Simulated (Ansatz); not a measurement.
**CH₄Si (triplet): the correlation ladder at distance C1–H5 along a hydrogen transfer = 1.466 Å, cc-pVDZ**

Aim: climb from Hartree-Fock through coupled cluster and multireference methods for CH₄Si (triplet) at one geometry and basis, and see what each rung misses.

Method: cc-pVDZ, correlated electrons: outside noble gas; program: Ansatz 0.2.0, Gaussian basis.

The runs, in order: UHF; CCSD(T) on ROHF; CCSD(T) on UHF; BCCD(T) on ROHF; CISD; CCSDT(Q) on ROHF; CCSDT(Q) on UHF; CASSCF and MRCISD+Q, 4 electrons in 4 orbitals; CASSCF and NEVPT2, 4 electrons in 4 orbitals.

## 1. The geometry

The geometry derives from fragments relaxed apart (PBE0/def2-TZVP) and kept rigid, so it is no stationary point. A hydrogen atom is moved between rigid fragments.

6 atoms, charge 0, spin multiplicity 3.

Atoms are counted from 1 here; the program's logs count them from 0.

Bond lengths: C1–H2 1.090 Å, C1–H3 1.090 Å, C1–H4 1.090 Å, H5–Si6 1.440 Å. Angles: H2–C1–H3 109.5°, H2–C1–H4 109.5°, H3–C1–H4 109.5°.

In the tables R marks a restricted open-shell determinant and U an unrestricted one; 'pair' is the active space of 4 electrons in 4 orbitals; correlation energies count from the lowest restricted Hartree-Fock solution.

## 2. UHF

File in.yaml:

```yaml
crystal:
  periodic: [false, false, false]
  atoms:
    - {symbol: C, position_ang: [-1.858138, 0.000000, 0.000000]}
    - {symbol: H, position_ang: [-2.221344, 1.027301, 0.000000]}
    - {symbol: H, position_ang: [-2.221344, -0.513650, 0.889668]}
    - {symbol: H, position_ang: [-2.221344, -0.513650, -0.889669]}
    - {symbol: H, position_ang: [-0.392138, 0.000000, 0.000000]}
    - {symbol: Si, position_ang: [1.047862, 0.000000, 0.000000]}
basis:
  gaussian: {orbitals: cc-pVDZ}
magnetization: {spin_polarized: true, initial_magnetization: 2}
hamiltonian: {xc: hf}
output: {orbitals: {seedname: orbitals}}
```

Command:

```
ansatz run in.yaml --threads 1 --pin off --events-out ev --progress --plain --max-ram 2393MiB
```

The runs that follow: CCSD(T) on ROHF; CCSD(T) on UHF; BCCD(T) on ROHF; CISD; CCSDT(Q) on ROHF; CCSDT(Q) on UHF; CASSCF and MRCISD+Q, 4 electrons in 4 orbitals; CASSCF and NEVPT2, 4 electrons in 4 orbitals.

**Question.** What will the summary of the whole plan be? Wanted: correlation energy, UCCSDT(Q); RMP2 from UCCSDT(Q); UMP2 from UCCSDT(Q); RCCSD from UCCSDT(Q); RCCSD(T) from UCCSDT(Q); UCCSD(T) from UCCSDT(Q); RCCSDT(Q) from UCCSDT(Q); NEVPT2 pair from UCCSDT(Q); MRCISD+Q pair from UCCSDT(Q).

As calculated:

```
                         quantity                      value
    correlation energy, UCCSDT(Q)                 -7.6612 eV
              RMP2 from UCCSDT(Q)                +1431.6 meV
              UMP2 from UCCSDT(Q)                +1503.1 meV
             RCCSD from UCCSDT(Q)                 +288.7 meV
          RCCSD(T) from UCCSDT(Q)                  +49.4 meV
          UCCSD(T) from UCCSDT(Q)                  +56.0 meV
         RCCSDT(Q) from UCCSDT(Q)                   +1.1 meV
       NEVPT2 pair from UCCSDT(Q)                +1312.0 meV
     MRCISD+Q pair from UCCSDT(Q)                  +60.4 meV
levels within 1 kcal/mol (43 meV)  RCCSDT, UCCSDT, RCCSDT(Q)
                    T1 diagnostic                      0.027
```

What this shows: RCCSD(T) lands +49.4 meV from the yardstick (0.6 % of the correlation energy). Of the multireference levels listed MRCISD+Q pair comes nearest (+60.4 meV). These misses are within one basis and frozen core, not against nature; frozen cores of the runs differ by up to some meV.
